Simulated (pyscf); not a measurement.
A first-order saddle from PySCF, ωB97X-D3(BJ)/def2-SVP:

```
C
H 1 1.1030
H 1 1.1030 2 110.33
H 1 1.3206 2 101.72 3 107.38
H 4 0.9706 1 168.64 2 -57.08
Zr 1 2.1585 2 118.32 3 -140.73
Cl 6 2.3285 1 104.78 2 -50.97
Cl 6 2.3290 1 104.83 2 -171.41
Cl 6 2.3300 1 106.69 2 68.70
```
Charge 0, spin multiplicity 2.

Surface: doublet, charge 0. Lowest wavenumbers (cm⁻¹): 1504i, 61, 92, 94, 99.

### Question
What reaction is this the transition state of?

### Answer
H₃C–Zr(Cl)(Cl)–Cl + H• ⇌ [H₂C–Zr(Cl)(Cl)–Cl]• + H₂, a hydrogen abstraction read from left to right: C–H broken and H–H formed. At ωB97M-D3(BJ)/def2-TZVP it lies +9.2 kcal/mol from the left side and +13.2 kcal/mol from the right (each side as separated species at their lowest minima found). One saddle was located; it need not be the lowest between these sides. The angle at the transferred H is 169°. Open-shell species with a d-block atom are single-reference here; other states, and whether the spin sits on metal or ligand, were not checked. Elements past Kr carry the def2 core potentials, without spin-orbit coupling.
